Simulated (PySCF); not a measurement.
hydrogen peroxide (H2O2), SMILES OO. The structure is a stationary point at PBE-D3(BJ)/def2-TZVP.

TDA-CAM-B3LYP/def2-TZVPD in PySCF puts the lowest singlet excitations at 5.75, 6.93, 6.98, 7.86, 8.25, 9.23 eV and the lowest triplet (TDA) at 4.53 eV.

Problem. What are the lowest singlet roots from EOM-CCSD/aug-cc-pVDZ (PySCF)? (Estimate from the structure and the level; the computed values follow.)

Solution. 5.87, 6.85, 7.12, 7.89, 8.28, 9.35 eV; triplets 4.78, 5.94, 6.63 eV. S1 differs by 0.12 eV (second minus first; roots are paired by order, and the bases may differ).
